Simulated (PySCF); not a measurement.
Identify the compound

Molecular formula: C₆H₁₂. Simulated spectra:

$^{1}$H NMR (400 MHz, computed): δ 4.98 (dq, J = 2.9, 2.0 Hz, 1H), 4.94 (d of sext, J = 2.9, 1.4 Hz, 1H), 2.05 (td, J = 7.9, 1.4 Hz, 2H), 1.70 (t, J = 1.7 Hz, 3H), 1.38 (sext, J = 8.2 Hz, 2H), 0.83 (t, J = 8.4 Hz, 3H).

$^{13}$C{$^{1}$H} NMR (computed): δ 154.9 (C), 119.7 (CH2), 44.0 (CH2), 23.1 (CH2), 22.8 (CH3), 14.1 (CH3).

PySCF 2.14 calculation with B3LYP/pcJ-1 coupling constants (without the spin–dipole term), geometry from PBE0-D3(BJ)/def2-SVP and shielding tensors at B3LYP/pcSseg-1 (GIAO); single conformer, in vacuum, non-relativistic Hamiltonian, equivalent nuclei averaged.

References, each an isolated molecule treated in the same way: TMS for $^{1}$H (σref 31.38), $^{13}$C (σref 179.24).

Task: Which candidate is it?
A. C/C=C(/C)CC
B. C/C=C\C(C)C
C. C=C(C)CCC

Result: C. 

- The formula gives 1 degree of unsaturation (no ring in the answer).
- 6 carbon signals for 6 carbons: no two carbons are equivalent.
- Carbon types of the structure: 1 × C, 3 × CH2, 2 × CH3, which accounts for all hydrogens.
- δC 154.9: fully substituted alkene carbon; as expected for a trigonal carbon in a double bond.
- δC 119.7: terminal =CH2 carbon; the olefinic region.
- δC 22.8: allylic methyl carbon; a saturated carbon with 1 carbon neighbour and no heteroatom attached.
- δC 14.1: methyl carbon; saturated and bonded to C and H only.
- δH 0.83: hydrogen on a methyl carbon; far from electronegative atoms and π systems.
- The protons at 1.38 and 0.83 share a coupling of 8.4 Hz (vicinal).
- The protons at 2.05 and 1.38 share a coupling of 7.9 Hz (vicinal).

The others: C/C=C(/C)CC would give 5 signals for carbon-bound and other non-exchanging H, not 6; C/C=C\C(C)C would give 5 carbon signals, not 6.

Splittings below 1 Hz are ignored in the labels, and close J values are merged. Unscaled 3J(H,H) at this level run about 10 % above measured values. Shifts are as computed. Against solution values, carbons near 30 ppm lie about +2 ppm off and those near 130 ppm about +6 ppm. Of 1211 compounds with measured shifts, 218 miss one by over three times the rms of a fit or turn the order of signals round; such compounds aren't used in these exercises. Chain 3J(H,H) values assume equally populated staggered rotamers: (2 J gauche + J anti)/3.
